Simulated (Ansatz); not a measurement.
Basis sets compared for SiH₄. Charge 0, multiplicity 1. Geometry PBE0-D4/def2-TZVP. Ansatz on 4 threads of Arm Neoverse V1 on a shared host; times are rough, and most runs start from earlier orbitals.

```csv
atom,x (Å),y (Å),z (Å)
Si1,0.0000,0.0000,0.0000
H2,-1.0394,-1.0374,0.2182
H3,1.2688,-0.6501,-0.4142
H4,0.2186,0.7542,1.2600
H5,-0.4481,0.9334,-1.0640
```

Binding counts from free atoms (Si triplet, H doublet) in the same basis, without a counterpoise term.

```
                         level  functions  energy (Eh)  HOMO (eV)  LUMO (eV)  binding per atom (eV)  wall time
                      HF/6-31G         21    -291.1738     -13.13       4.59                   1.92      0.1 s
                  HF/def2-TZVP         61    -291.2578     -13.23       3.90                   2.22      0.1 s
               PBE-D4/def2-SVP         38    -291.6177      -8.47       0.62                   2.72      0.2 s
PBE-D4/def2-TZVP (with forces)         61    -291.7226      -8.51       0.24                   2.73      0.3 s
           r2SCAN-D4/def2-TZVP         61    -291.8535      -8.86       0.71                   2.79      0.6 s
              PBE0-D4/def2-SVP         38    -291.6539      -9.85       1.50                   2.73      0.2 s
             PBE0-D4/def2-TZVP         61    -291.7573      -9.86       1.07                   2.74     0.25 s
```

**Question.** Estimate the rows for PBE-D4/def2-TZVPD, r2SCAN-D4/def2-TZVPD, PBE0-D4/def2-TZVPD.

**Answer.** 
```csv
level,functions,energy (Eh),HOMO (eV),LUMO (eV),binding per atom (eV),wall time
PBE-D4/def2-TZVPD,79,-291.7228,-8.51,-0.18,2.73,0.3 s
r2SCAN-D4/def2-TZVPD,79,-291.8537,-8.86,0.63,2.79,0.7 s
PBE0-D4/def2-TZVPD,79,-291.7574,-9.86,0.40,2.74,0.3 s
```
